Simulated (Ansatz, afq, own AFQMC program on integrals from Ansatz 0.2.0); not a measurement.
Atomization energy of AlBH, quartet

```xyz
3

B     0.0000    0.0000    1.8170
Al    0.0000    0.0000   -0.1200
H     0.0000    0.0000   -1.6970
```

Connectivity, by distances: B–AlH.

Atoms in their ground-state spins without spin–orbit coupling (mostly on UHF) minus the molecule (UHF), without zero-point energy. The geometry is a stationary point, not shown to be a minimum.

Basis 6-31G. Only valence electrons are correlated. AFQMC by an in-house program on the Cholesky factors that Ansatz 0.2.0 writes for its CCSD(T) run. The CISD trial takes its coefficients from CCSD amplitudes. Released means that phaseless walkers are propagated on without the constraint, phases kept. Uncertainties: one standard error, sampling alone. The errors of all members are added in quadrature.

Full CI on the same integrals is exact in this basis and with this determinant's frozen core.

Errors are counted within 6-31G, not against nature.

Cautions: AlBH (quartet): lower spins were not checked, its ph-AFQMC/CISD value lies 19 ± 4 meV above full CI.

Reference (full CI): 3.519 eV.

```json
{"level": "HF", "atomization energy (eV)": "3.224", "error against FCI (eV)": "-0.295"}
{"level": "MP2", "atomization energy (eV)": "3.702", "error against FCI (eV)": "0.183"}
{"level": "CCSD", "atomization energy (eV)": "3.440", "error against FCI (eV)": "-0.078"}
{"level": "CCSD(T)", "atomization energy (eV)": "3.491", "error against FCI (eV)": "-0.027"}
{"level": "ph-AFQMC/HF", "atomization energy (eV)": "3.571 ± 0.024", "error against FCI (eV)": "0.052 ± 0.024"}
{"level": "ph-AFQMC/CISD", "atomization energy (eV)": "3.502 ± 0.004", "error against FCI (eV)": "-0.016 ± 0.004"}
{"level": "released AFQMC", "atomization energy (eV)": "3.512 ± 0.003", "error against FCI (eV)": "-0.007 ± 0.003"}
```

Correlation beyond CCSD(T) adds 0.027 eV. The perturbative (T) step is worth +0.051 eV.

A walk keeps the symmetry of its determinant, which the program's search chose and which needn't be the lowest solution, so a lower state of the same spin and another symmetry isn't excluded. Released energies are given only where the last usable release times agree within the noise; a slower fall can still hide under it.
